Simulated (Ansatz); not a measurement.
This geometry of C2H3O (6 atoms, charge 0, multiplicity 2) is a first-order saddle point.

Level of theory: UKS B3LYP-D4/def2-mTZVP in Ansatz.

```xyz
6
Properties=species:S:1:pos:R:3
C -0.553 0.068 -0.501
C 0.543 -0.074 0.480
O 1.436 -0.886 0.383
H -1.460 -0.513 -0.399
H -0.443 0.721 -1.358
H 0.520 0.620 1.348
```

Question: Which two structures does it join? (They come from a converged band through this point; their orientation in space is the band's.)

Answer: No bond is made or broken. The dihedral H4–C1–C2–O3 goes from 0 to -180°. The two ends are copies of one structure, up to a mirror image or an exchange of like atoms.

Initial state:

```xyz
6
Properties=species:S:1:pos:R:3
C -0.536 0.057 -0.481
C 0.530 -0.053 0.449
O 0.990 -1.138 0.825
H -0.979 -0.841 -0.891
H -0.915 1.023 -0.789
H 0.951 0.890 0.841
```

Final state:

```xyz
6
Properties=species:S:1:pos:R:3
C -0.536 0.057 -0.481
C 0.530 -0.053 0.449
O 0.990 -1.138 0.825
H -0.915 1.022 -0.789
H -0.979 -0.841 -0.891
H 0.951 0.889 0.841
```

Question: How far does it lie above each of them?

Answer: 55.6 kJ/mol above the first and 55.6 kJ/mol above the second. This is the barrier of this one path; another mechanism may lie lower.

The run took 100 s on 1 thread of Arm Neoverse V2 (shared host), peak memory 0.14 GiB.
